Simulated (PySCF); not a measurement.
Species: C₄H₄O₂.
Numbering: `[OH:1][c:2]1[cH:3][cH:4][cH:5][o:6]1` (hydrogens: H7 on O1; H8 on C3; H9 on C4; H10 on C5)

Torsions of this conformer, `[OH:1][c:2]1[cH:3][cH:4][cH:5][o:6]1`: H–O1–C2–C3 179°.

The closed-shell ground state was solved at several levels (PySCF, density fitting, gas phase, non-relativistic). Geometry: PBE0-D3(BJ)/def2-SVP, one conformer, isolated molecule.

```json
{"level": "B3LYP/6-31G-J", "basis functions": "88", "HOMO (eV)": "-5.69", "LUMO (eV)": "0.65", "gap (eV)": "6.34", "dipole (D)": "1.11"}
{"level": "B3LYP/def2-TZVP", "basis functions": "210", "HOMO (eV)": "-5.75", "LUMO (eV)": "0.42", "gap (eV)": "6.17", "dipole (D)": "0.98"}
{"level": "B3LYP/pcJ-1", "basis functions": "202", "HOMO (eV)": "-5.77", "LUMO (eV)": "0.48", "gap (eV)": "6.25", "dipole (D)": "1.06"}
{"level": "PBE/pcJ-1", "basis functions": "202", "HOMO (eV)": "-4.87", "LUMO (eV)": "-0.23", "gap (eV)": "4.64", "dipole (D)": "1.11"}
{"level": "KT3/pcSseg-2", "basis functions": "272", "HOMO (eV)": "-4.92", "LUMO (eV)": "-0.50", "gap (eV)": "4.42", "dipole (D)": "0.94"}
{"level": "B97-2/pcJ-1", "basis functions": "202", "HOMO (eV)": "-5.74", "LUMO (eV)": "0.65", "gap (eV)": "6.39", "dipole (D)": "1.07"}
{"level": "LDA/pcJ-1", "basis functions": "202", "HOMO (eV)": "-5.10", "LUMO (eV)": "-0.49", "gap (eV)": "4.61", "dipole (D)": "1.10"}
{"level": "BHandHLYP/pcJ-1", "basis functions": "202", "HOMO (eV)": "-6.92", "LUMO (eV)": "1.78", "gap (eV)": "8.70", "dipole (D)": "1.07"}
{"level": "PBE0/pcJ-1", "basis functions": "202", "HOMO (eV)": "-5.99", "LUMO (eV)": "0.72", "gap (eV)": "6.71", "dipole (D)": "1.08"}
{"level": "PBE0/def2-SVPD", "basis functions": "158", "HOMO (eV)": "-6.05", "LUMO (eV)": "0.42", "gap (eV)": "6.47", "dipole (D)": "0.89"}
{"level": "B3LYP/cc-pVTZ", "basis functions": "236", "HOMO (eV)": "-5.70", "LUMO (eV)": "0.51", "gap (eV)": "6.21", "dipole (D)": "0.98"}
{"level": "B3LYP/pcJ-0", "basis functions": "90", "HOMO (eV)": "-5.91", "LUMO (eV)": "0.45", "gap (eV)": "6.36", "dipole (D)": "1.16"}
```

(1) Estimate the row for PBE0/pcSseg-1, a basis of 122 functions; the other rows only guide the guess.

(2) Over all these levels, which gives the widest orbital gap and which the narrowest?

(3) How much does the basis alone move the frontier levels among the 5 B3LYP rows?

(4) In the pcJ-1 basis, how does the gap go with the fixed share of exact exchange?

(5) How far do the dipole and the HOMO energy spread over the levels?

Answers

(1) HOMO -6.00 eV, LUMO 0.71 eV, gap 6.71 eV, dipole 1.06 D.

(2) BHandHLYP/pcJ-1 (global hybrid, 50 % exact exchange) has the widest, 8.70 eV, and KT3/pcSseg-2 (GGA) the narrowest, 4.42 eV. Functional and basis both differ between the two, so the spread mixes both effects.

(3) The HOMO by 0.22 eV and the LUMO by 0.23 eV. By rising basis size (HOMO, LUMO in eV): 6-31G-J -5.69, 0.65; pcJ-0 -5.91, 0.45; pcJ-1 -5.77, 0.48; def2-TZVP -5.75, 0.42; cc-pVTZ -5.70, 0.51.

(4) LDA (0 %) 4.61 eV; PBE (0 %) 4.64 eV; B3LYP (20 %) 6.25 eV; B97-2 (21 %) 6.39 eV; PBE0 (25 %) 6.71 eV; BHandHLYP (50 %) 8.70 eV. Each rise in the share widens the gap here.

(5) The dipole runs from 0.89 to 1.16 D (mean 1.05 D) and the HOMO from -6.92 to -4.87 eV.
